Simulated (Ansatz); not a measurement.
HLiS, SMILES `[Li][SH]`, relaxed with RKS PBE0-D4/def2-TZVP in Ansatz 0.2.0 from a PBE-D4/def2-SVP geometry. The force threshold is 0.005 eV/Å; the program also tests the step.

Charge 0, multiplicity 1.

Start:

```xyz
3

Li   -0.872   -1.014    0.732
S     0.570   -0.124   -0.590
H     0.302    1.138   -0.143
```

**Question.** By how much does the energy fall, and how many steps does the optimiser take? (Estimate.)

**Answer.** Computed: 0.68 kJ/mol, in 2 steps.

**Question.** Which bonds change most? (Estimate.)

**Answer.** Computed: S2–H3 from 1.365 to 1.344 Å; Li1–S2 from 2.149 to 2.139 Å.

**Question.** Give the relaxed structure. (An estimate is asked.)

**Answer.** Ansatz gave: 
```xyz
3

Li   -0.874   -1.032    0.731
S     0.553   -0.113   -0.571
H     0.321    1.146   -0.161
```
